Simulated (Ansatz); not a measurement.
# MgHS radical (SMILES [Mg][SH]): functionals against CCSD(T) at one geometry

Aim: energy, forces and dipole at a structure displaced at random from a GFN2-xTB minimum, from CCSD(T) and from density functionals.

Program: Ansatz 0.2.0, Gaussian basis. Level of theory: single points in def2-TZVPP. These are calculated values, not measurements.

Cores are frozen in the correlated methods. The outer core shell of Li, Na, Mg and K is correlated. Orbitals are unrestricted.

## 1. Where the work starts

SMILES `[Mg][SH]`, 3 atoms, charge 0, spin multiplicity 2.

Atoms are counted from 1 here; the program's logs count them from 0.

Bond lengths: Mg1–S2 2.257 Å, S2–H3 1.167 Å. Angles: Mg1–S2–H3 99.5°.

As a file:

```xyz
3
HMgS
Mg    1.39150   -0.65160    0.55200
S    -0.64320   -0.45790   -0.40500
H    -0.74570    0.70460   -0.40820
```

## 2. CCSD(T)/def2-TZVPP

run/in.yaml

```yaml
crystal:
  periodic: [false, false, false]
  atoms:
    - {symbol: Mg, position_ang: [1.391500, -0.651600, 0.552000]}
    - {symbol: S, position_ang: [-0.643200, -0.457900, -0.405000]}
    - {symbol: H, position_ang: [-0.745700, 0.704600, -0.408200]}
basis:
  gaussian: {orbitals: def2-TZVPP}
magnetization: {spin_polarized: true, initial_magnetization: 1}
correlation: {method: ccsd_t}
scf: {omitted_lower_state_checks: [cluster_reference]}
output: {forces: true}
```

The command line of these runs was not kept.

## 3. PBE0-D4/def2-TZVPP

Edit run/in.yaml of step 2 so:

```diff
@@ -9,4 +9,3 @@
 magnetization: {spin_polarized: true, initial_magnetization: 1}
-correlation: {method: ccsd_t}
-scf: {omitted_lower_state_checks: [cluster_reference]}
-output: {forces: true}
+hamiltonian: {xc: pbe0, dispersion: d4}
+output: {forces: true, orbitals: {seedname: orbitals}}
```

## 4. wB97M-V/def2-TZVPP

Edit run/in.yaml of step 3 so:

```diff
@@ -9,3 +9,3 @@
 magnetization: {spin_polarized: true, initial_magnetization: 1}
-hamiltonian: {xc: pbe0, dispersion: d4}
-output: {forces: true, orbitals: {seedname: orbitals}}
+hamiltonian: {xc: {name: wB97M-V}}
+output: {forces: true}
```

## 5. r2SCAN-D4/def2-TZVPP

Edit run/in.yaml of step 4 so:

```diff
@@ -9,3 +9,3 @@
 magnetization: {spin_polarized: true, initial_magnetization: 1}
-hamiltonian: {xc: {name: wB97M-V}}
+hamiltonian: {xc: r2scan, dispersion: d4}
 output: {forces: true}
```

## 6. PBE-D4/def2-TZVPP

Edit run/in.yaml of step 5 so:

```diff
@@ -9,3 +9,3 @@
 magnetization: {spin_polarized: true, initial_magnetization: 1}
-hamiltonian: {xc: r2scan, dispersion: d4}
+hamiltonian: {xc: pbe, dispersion: d4}
 output: {forces: true}
```

## 7. r2SCANh-D4/def2-TZVPP

Edit run/in.yaml of step 6 so:

```diff
@@ -9,3 +9,3 @@
 magnetization: {spin_polarized: true, initial_magnetization: 1}
-hamiltonian: {xc: pbe, dispersion: d4}
+hamiltonian: {xc: {name: r2SCANh}, dispersion: d4}
 output: {forces: true}
```

## 8. BLYP-D4/def2-TZVPP

Edit run/in.yaml of step 7 so:

```diff
@@ -9,3 +9,3 @@
 magnetization: {spin_polarized: true, initial_magnetization: 1}
-hamiltonian: {xc: {name: r2SCANh}, dispersion: d4}
+hamiltonian: {xc: {name: BLYP}, dispersion: d4}
 output: {forces: true}
```

(Steps that only read results are left out.)

What does the calculation give? Wanted: energy less free atoms, CCSD(T)/def2-TZVPP; RMS force component; RMS force error; HOMO and LUMO, PBE0-D4; T1 diagnostic.

The runs gave:

| quantity | value |
| --- | --- |
| energy less free atoms, CCSD(T)/def2-TZVPP | -116.1 kcal/mol |
| RMS force component | 3.448 to 3.614 eV/Å over the methods |
| RMS force error | PBE0-D4 0.072, wB97M-V 0.016, r2SCAN-D4 0.047, PBE-D4 0.160, r2SCANh-D4 0.037, BLYP-D4 0.127 eV/Å |
| HOMO and LUMO, PBE0-D4 | -5.36 and -2.57 eV |
| T1 diagnostic | 0.011 |

In words: Against CCSD(T) the functionals' energies less atoms differ by -12.9 to -3.2 kcal/mol, PBE-D4 by -8.2 kcal/mol. CCSD(T) in triple zeta still lacks some correlation energy of the bonds, so part of these gaps is its own basis error and they don't rank the functionals. On forces the order runs from wB97M-V to PBE-D4. Frozen-core CCSD(T) forces in triple zeta carry basis errors of their own, and this is one geometry, so small gaps rank nothing.
